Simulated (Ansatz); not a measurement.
# HgS (P3₂21, No. 154)

Computed with Hartree–Fock in Ansatz (plane waves, PAW).

Run with plane-wave cutoff 460 eV, 6×6×4 k mesh (along the axes of the cell as run), Fermi–Dirac smearing 0.01 eV, scalar-relativistic PAW data made under PBE.

Cell: measured lattice: a = b = 4.1450 Å, c = 9.4960 Å, α = β = 90.00°, γ = 120.00°.

| Item | Value |
|---|---|
| band gap | 8.40 eV |
| smallest direct gap on the k points sampled | 8.50 eV |

Note: cell and atoms aren't relaxed at this level (pressure 8.6 GPa).

Spin–orbit coupling is not included.

The computed numbers hold no vibrational or temperature effects.

Ansatz is a first-principles code.
